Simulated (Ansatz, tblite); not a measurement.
# The cluster Mg₄+: rung by rung

An exercise on one series of results from a longer session: the logs are not shown, and one member is left open.

Method: as each input shows; program: Ansatz 0.2.0, Gaussian basis.

Levels to be run: GFN1-xTB, GFN2-xTB, PBE/def2-TZVP, r2SCAN/def2-TZVP, BLYP/def2-TZVP, B3LYP/def2-TZVP, HSE06/def2-TZVP, HF/def2-TZVP, PBE-QIDH/def2-TZVP, PBE/def2-SVP, PBE0/def2-SVP, HF/STO-3G, CCSD(T)/def2-TZVPP, MP2/def2-TZVP, RPA/def2-TZVP.

2 further runs of the same task are left out: 1 for a known fault of the program, 1 set aside as unsound or not needed. Runs told in other sessions of the task aren't counted.

## The structure

The doublet was relaxed beforehand with PBE0/def2-TZVP. At that level it is the lowest of the isomers that a small search found.

4 atoms, charge 1, spin multiplicity 2.

Bond lengths: Mg1–Mg2 3.022 Å, Mg1–Mg4 3.017 Å, Mg2–Mg3 3.018 Å, Mg3–Mg4 3.023 Å. Angles: Mg2–Mg1–Mg4 74.2°, Mg1–Mg2–Mg3 74.2°, Mg2–Mg3–Mg4 74.2°, Mg1–Mg4–Mg3 74.2°.

Coordinates:

```xyz
4
charge 1, multiplicity 2
Mg    0.6060    1.5011   -1.1473
Mg   -0.7113   -1.2066   -1.4063
Mg   -1.4572   -0.1874    1.3346
Mg    1.5625   -0.1071    1.2190
```

The ion is computed in the gas phase, without counter-ions or solvent.

PBE0/def2-TZVP was run before; its log isn't repeated, and its numbers join the tables.

The first run:

Tight binding, by tblite at 300 K electronic temperature and without a spin-polarisation term:

```python
tblite.interface.Calculator('GFN1-xTB', numbers, positions, charge=1, uhf=1).singlepoint()
```

Tight binding, by tblite at 300 K electronic temperature and without a spin-polarisation term:

```python
tblite.interface.Calculator('GFN2-xTB', numbers, positions, charge=1, uhf=1).singlepoint()
```

start.molden holds the orbitals of an earlier run on this state, given as this run's starting guess.

Input file in.yaml:

```yaml
crystal:
  periodic: [false, false, false]
  atoms:
    - {symbol: Mg, position_ang: [0.605967, 1.501135, -1.147287]}
    - {symbol: Mg, position_ang: [-0.711312, -1.206578, -1.406339]}
    - {symbol: Mg, position_ang: [-1.457153, -0.187419, 1.334646]}
    - {symbol: Mg, position_ang: [1.562499, -0.107128, 1.218990]}
basis:
  gaussian: {orbitals: def2-TZVP, initial_orbitals: start.molden}
total_charge: 1
magnetization: {spin_polarized: true, initial_magnetization: 1}
hamiltonian: {xc: pbe}
scf: {omitted_lower_state_checks: [starts]}
output: {forces: true, orbitals: {seedname: orbitals}}
```

Started as:

```sh
$ ansatz run in.yaml --threads 4 --pin off --events-out ev --progress --plain --max-ram 3916MiB
```

Among the steps run: PBE/def2-TZVP; r2SCAN/def2-TZVP; BLYP/def2-TZVP; B3LYP/def2-TZVP; HSE06/def2-TZVP; HF/def2-TZVP; PBE-QIDH/def2-TZVP; PBE/def2-SVP; PBE0/def2-SVP; HF/STO-3G; CCSD(T)/def2-TZVPP; MP2/def2-TZVP; RPA/def2-TZVP.

One table of the session follows, with a row left open; its other results are not shown here.

It belongs to the step «Levels side by side». 

```
           level  HOMO (eV)  LUMO (eV)  gap (eV)
       HF/STO-3G      -4.91       1.94      6.86
    HF/def2-TZVP     -10.08      -4.07      6.01
    PBE/def2-SVP      -8.14      -7.49      0.65
   PBE/def2-TZVP      -8.14      -7.48      0.66
  BLYP/def2-TZVP      -7.92      -7.44      0.48
r2SCAN/def2-TZVP      -8.35      -7.06      1.29
 B3LYP/def2-TZVP          ?          ?         ?
   PBE0/def2-SVP      -8.69      -6.85      1.84
  PBE0/def2-TZVP      -8.70      -6.85      1.85
 HSE06/def2-TZVP      -8.35      -7.21      1.14
```

Q: Estimate the row for B3LYP/def2-TZVP from the others.

As computed: HOMO (eV): -8.51; LUMO (eV): -7.11; gap (eV): 1.40. In the column «HOMO (eV)» it lies between PBE0/def2-SVP (-8.69) and r2SCAN/def2-TZVP (-8.35).

To keep in mind: Notes on CCSD(T)/def2-TZVPP: spin contamination.
